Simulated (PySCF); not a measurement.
# Bond curve of LiP⁺

Set-up: PySCF, no relativity, basis sets Li pcseg-2, P pcseg-2. Energies in eV from Li⁺ + P in their ground configurations at the same level. State: ⁴Σ⁻ (quartet), unpaired electrons σ ↑, π ↑↑.

```csv
R (Å),PBE0
2.270,-0.2509
2.376,-0.3356
2.482,-0.3806
2.561,-0.3959
2.640,-0.3995
2.719,-0.3945
2.825,-0.3782
2.957,-0.3483
3.115,-0.3056
3.326,-0.2471
```

Problem. Put a parabola through the three lowest points of the PBE0 curve and estimate Re, k and ωe (reduced mass 5.72 u; 1 eV/Å² = 0.16022 mdyn/Å; ωe = 1302.8·√(k/μ) cm⁻¹).

Solution. Through R = 2.561, 2.64, 2.719 Å the second-order coefficient is 0.689 eV/Å², so Re ≈ 2.634 Å, k ≈ 0.221 mdyn/Å and ωe ≈ 256 cm⁻¹. A polynomial fit of higher order to the unrounded PBE0 energies gives Re = 2.630 Å, k = 0.228 mdyn/Å, ωe = 260 cm⁻¹; anharmonicity and rounding make the difference.

The higher-order fit for each curve: PBE0: Re = 2.630 Å, ωe = 260 cm⁻¹, De = 0.400 eV.

The bond is weak. Basis-set superposition, not corrected here, can be much of De in a small basis, most of all at correlated wavefunction levels. For an ion De counts to the pair picked by the measured ionisation energies or electron affinities, which need not be the lowest pair at this level. The state was picked by a PBE0 search and need not be the measured ground state.
